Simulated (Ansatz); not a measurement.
System: rock-salt BaS. Method: PBE (PAW; Ansatz, a first-principles code).

Settings: plane-wave cutoff 520 eV, 10×10×10 k mesh, Fermi–Dirac smearing 0.01 eV, scalar-relativistic PAW data made under PBE.

Results at a series of volumes:

```json
[
 {"V (Å³/atom)": "31.214", "E − E_lowest (meV/atom)": "17.43", "P (GPa)": "2.966"},
 {"V (Å³/atom)": "31.878", "E − E_lowest (meV/atom)": "7.46", "P (GPa)": "1.867"},
 {"V (Å³/atom)": "32.542", "E − E_lowest (meV/atom)": "1.80", "P (GPa)": "0.882"},
 {"V (Å³/atom)": "33.206", "E − E_lowest (meV/atom)": "0.00", "P (GPa)": "0.000"},
 {"V (Å³/atom)": "33.870", "E − E_lowest (meV/atom)": "1.67", "P (GPa)": "-0.791"},
 {"V (Å³/atom)": "34.534", "E − E_lowest (meV/atom)": "6.44", "P (GPa)": "-1.500"},
 {"V (Å³/atom)": "35.198", "E − E_lowest (meV/atom)": "14.00", "P (GPa)": "-2.136"}
]
```

Task: What bulk modulus B0 and pressure derivative B′ does a third-order Birch–Murnaghan fit give?

Result: V0 = 33.206 Å³/atom, B0 = 41.7 GPa, B′ = 4.5 (fit to the energies at full precision).

Measured, for comparison: equilibrium volume per atom 32.60 Å³/atom (room temperature, no zero-point or thermal correction; as tabulated in Lucero et al. (2012), arXiv:1111.4515). Computed (rounded) less measured: equilibrium volume per atom +1.9 %.

Spin–orbit coupling is not included.

Static lattice: no zero-point or thermal effects.

It cost about 30 core-seconds (a rough figure) of CPU time.
